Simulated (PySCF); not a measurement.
Molecule: `CN=[PH3]`, CH₆NP.

Molfile (atoms numbered from 1):
```
CH6NP
     RDKit          3D

  9  8  0  0  0  0  0  0  0  0999 V2000
   -1.5339   -0.3688   -0.0395 C   0  0  0  0  0  0  0  0  0  0  0  0
   -0.3806    0.1970   -0.6780 N   0  0  0  0  0  0  0  0  0  0  0  0
    1.0706    0.1619   -0.1200 P   0  0  0  0  0  5  0  0  0  0  0  0
   -1.4766   -1.4676    0.1077 H   0  0  0  0  0  0  0  0  0  0  0  0
   -2.4222   -0.1883   -0.6675 H   0  0  0  0  0  0  0  0  0  0  0  0
   -1.7624    0.0707    0.9540 H   0  0  0  0  0  0  0  0  0  0  0  0
    1.7726   -1.0801    0.1050 H   0  0  0  0  0  0  0  0  0  0  0  0
    1.9513    0.8160   -1.0091 H   0  0  0  0  0  0  0  0  0  0  0  0
    1.4218    0.7885    1.1331 H   0  0  0  0  0  0  0  0  0  0  0  0
  1  2  1  0
  2  3  2  0
  1  4  1  0
  1  5  1  0
  1  6  1  0
  3  7  1  0
  3  8  1  0
  3  9  1  0
M  END
```

Geometry PBE0-D3(BJ)/def2-SVP throughout; GIAO in PySCF 2.14.0 with density-fitted response routines, gas phase, one conformer, non-relativistic; equivalent atoms averaged; functional PBE0.

(1) How do the absolute shieldings σ depend on the basis set? (ppm; last column core-seconds on 1 thread of an x86-64 server CPU, shared host)

(2) Which nucleus moves most, in ppm?

(3) Taking the largest basis, cc-pVTZ (178 functions), as the yardstick, rank the others by their worst heavy-atom deviation.

Answers

(1) 
```
  basis set  functions     C1     N2     P3  H7/H8/H9  H4/H5/H6  core-s
   pcSseg-0         43  154.2  248.4  505.1     25.60     30.02     1.8
    cc-pVDZ         76  162.8  252.4  495.8     24.39     28.56       3
aug-cc-pVDZ        127  161.7  259.0  491.4     23.94     28.43     5.2
   IGLO-III        174  149.0  252.0  412.8     24.04     28.52     7.4
    cc-pVTZ        178  153.0  253.6  431.4     24.04     28.50       8
```

(2) P3 (phosphorus bonded to N, 3 H): from 412.8 ppm with IGLO-III to 505.1 ppm with pcSseg-0. The smallest spread is 1.59 ppm, at H4/H5/H6. Proton shifts span only some 12 ppm, so a few tenths of a ppm matter as much there as several ppm in carbon.

(3) IGLO-III 18.7 ppm (174 functions), aug-cc-pVDZ 60.0 ppm (127 functions), cc-pVDZ 64.3 ppm (76 functions), pcSseg-0 73.7 ppm (43 functions).

A small basis that lands close on one nucleus may do so by chance; judge by the trend and by all nuclei.
